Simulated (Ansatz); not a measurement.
Born–Oppenheimer molecular dynamics of AlFH$_{3}$N (6 atoms, charge 0, multiplicity 1). It goes on from the last frame of an earlier run, with new velocities.

These are results of UKS PBE/def2-SVP (Ansatz), not measurements.

| Property | Result |
| --- | --- |
| ensemble | NVE (velocity Verlet) |
| time step | 0.5 fs |
| steps asked | 100 |
| starting velocities drawn for | 2000 K |
| seed | 313880 |

First frame:

```xyz
6
Properties=species:S:1:pos:R:3
N -0.594 0.314 -0.702
Al 0.472 -0.198 0.567
F 1.162 -1.777 0.680
H -1.235 1.095 -0.761
H -0.842 -0.400 -1.422
H 1.284 0.786 1.473
```

Question: How far do the bonds stretch over the last three quarters of this one trajectory? (Pairs bonded in most of those frames.)

Answer: 
```
  bond  mean (Å)  spread (Å)  shortest  longest
N1–Al2     1.784       0.036      1.74     1.84
 N1–H4     1.031       0.016      1.00     1.06
 N1–H5     1.038       0.034      0.98     1.11
Al2–F3     1.681       0.015      1.66     1.70
Al2–H6     1.643       0.141      1.42     1.82
```

Mean temperature of the second half: 1048 K. The conserved energy stayed within 0.67 meV per atom of its start (net change 0.6 meV per atom), so the integration is sound. A run of 0.05 ps of so small a system gives no equilibrium averages.

The run took 3.4 min on 1 CPU thread of a shared host.
